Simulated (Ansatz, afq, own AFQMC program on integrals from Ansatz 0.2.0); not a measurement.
Integrals from Ansatz 0.2.0, then the random walk in our own AFQMC program (afq).

```yaml
crystal:
  periodic: [false, false, false]
  atoms:
    - {symbol: O, position_ang: [0.000000, 0.000000, 0.728052]}
    - {symbol: C, position_ang: [0.000000, 0.000000, -0.745948]}
    - {symbol: H, position_ang: [0.000000, -0.940035, -1.333934]}
    - {symbol: H, position_ang: [0.000000, 0.940035, -1.333934]}
basis:
  gaussian: {orbitals: cc-pVDZ}
magnetization: {spin_polarized: false}
correlation: {method: ccsd_t, electrons: outside_noble_gas, hamiltonian_folder: ham}
```

```sh
$ ansatz run in.yaml --threads 1 --pin off --events-out ev --progress --plain --max-ram 1382MiB
```

Options of the walk:

```
--method phaseless --trial hf --walkers 120 --populations 1 --least-time 40 --time-step 0.005 --steps-per-block 20 --equilibration-blocks 112 --max-blocks 600 --target-error 0.00126 --factor-cut 1e-05 --seed 3572 --taylor-order 6
```

Times are imaginary, in 1/Eh. The walk had a cap of 513 s.

Output of the walk:

```
orbitals 36  electrons 6 6  factors 274 of 346
reference energy -113.78374376 Eh
CCSD correlation -0.36149454 Eh in 12 cycles, weight of the determinant in the CISD state 0.8453
energy of the start -113.783744 Eh
 block  time / (1/Eh)  mean weight  energy / Eh
     1     0.100  1.0020  -113.883545
     2     0.200  1.0022  -113.969761
     3     0.300  1.0031  -114.012352
     4     0.400  0.9999  -114.020155
     5     0.500  1.0028  -114.019104
    10     1.000  0.9999  -114.095355
    86     8.600  0.9965  -114.112465
   137    13.700  1.0001  -114.095210
   171    17.100  0.9979  -114.145045
   256    25.600  1.0030  -114.134867
   341    34.100  1.0040  -114.157409
   426    42.600  0.9995  -114.128370
   511    51.100  1.0033  -114.257054
   596    59.600  1.0003  -114.141500
   681    68.100  1.0028  -114.256693
   698    69.800  1.0021  -114.207029
blocks merged  error / Eh  count
     1  0.001735  600
     2  0.002294  300
     4  0.002987  150
     8  0.003741  75
    16  0.004440  37
    32  0.004366  18
    64  0.004724  9
energy -114.161064 +/- 0.004440 Eh
(rows thinned)
```

The run failed at least one of its tests; the cautions name the faults.

Against this walk (error 120.8 meV) on the same determinant: CCSD(T) 17.6 meV lower (within the noise), CCSDT(Q) 87.0 meV lower (within the noise), a separate phaseless walk with a CISD trial and standard settings 48.5 ± 124.2 meV lower (within the noise). The error is statistical and leaves out the bias of the constraint. None of these is a sure reference here.

Cautions: constraint bias not in the error; error above the target (120.8 against 34.3 meV); higher spins were not checked; restricted determinant unstable towards unrestricted (UHF 855 meV lower, ⟨S²⟩ 0.73); strong correlation (T1 0.034, weight of the determinant 0.85, largest double 0.20); the bias of populations of 120 walkers isn't removed.

The walk took 2.5 min on 1 thread of Arm Neoverse V1, with other jobs on the host. The log's last line is the phaseless energy.

CCSDT and higher add their correlation energy to the determinant of the CCSD(T) run, since their own runs factorise the integrals more tightly (a shift of under 2 meV). A walk keeps the symmetry of its determinant, which the program's search chose and which needn't be the lowest solution, so a lower state of the same spin and another symmetry isn't excluded.
